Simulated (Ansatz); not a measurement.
Total energies of `C#CC(=N)Cl`.

```
atom   x (Å)   y (Å)   z (Å)
  C1   1.193  -1.545  -0.090
  C2   0.464  -0.594  -0.029
  C3  -0.386   0.542   0.070
  N4  -1.296   0.798  -0.751
 Cl5  -0.011   1.541   1.473
  H6   1.836  -2.392  -0.154
  H7  -1.800   1.651  -0.520
```

The species carries charge 0 and has multiplicity 1. The geometry is a stationary point of PBE0-D4/def2-TZVP. It is one conformer, not always the lowest. Basis def2-TZVPP, Ansatz 0.2.0.

RPA on PBE orbitals: Hartree–Fock energy of these orbitals -628.64866 Eh, correlation -1.32731 Eh (frozen core).

```
functional                         kind  energy without D4 (Eh)  D4 term (kJ/mol)
   r2SCANh        meta-GGA hybrid, 10 %              -630.32006              -3.9
   LC-ωPBE  long-range corrected hybrid              -630.20022                 –
```

Problem. Give the same for LDA (SPW92), PBE, revPBE, BLYP, r2SCAN, B97M-V, PBE0, B3LYP, r2SCAN0, HSE06 (plane-wave form), BHLYP, CAM-B3LYP, ωB97X-V, ωB97M-V, B2PLYP, PBE-QIDH. (An estimate is asked.)

Solution. Computed: 
```csv
functional,kind,energy without D4 (Eh),D4 term (kJ/mol)
LDA (SPW92),LDA,-627.47547,–
PBE,GGA,-630.06909,-15.2
revPBE,GGA,-630.33852,-48.9
BLYP,GGA,-630.41510,-34.0
r2SCAN,meta-GGA,-630.33356,-3.7
B97M-V,meta-GGA with VV10,-630.33924,–
PBE0,"global hybrid, 25 % exact exchange",-630.10469,-12.7
B3LYP,"global hybrid, 20 %",-630.48008,-24.6
r2SCAN0,"meta-GGA hybrid, 25 %",-630.30100,-4.3
HSE06 (plane-wave form),screened hybrid,-630.08821,-11.8
BHLYP,"global hybrid, 50 %",-630.35376,-18.0
CAM-B3LYP,range-separated hybrid,-630.38562,-12.9
ωB97X-V,range-separated hybrid GGA with VV10,-630.33601,–
ωB97M-V,range-separated hybrid meta-GGA with VV10,-630.38178,–
B2PLYP,double hybrid,-630.19488,–
PBE-QIDH,double hybrid,-629.98882,–
```

B3LYP takes the VWN-RPA correlation (the form of Gaussian; ORCA's B3LYP/G). HSE06 is the plane-wave form, built on full-range PBE exchange. The double hybrids freeze the cores in their second-order part.

LC-ωPBE has ω = 0.4 bohr⁻¹.
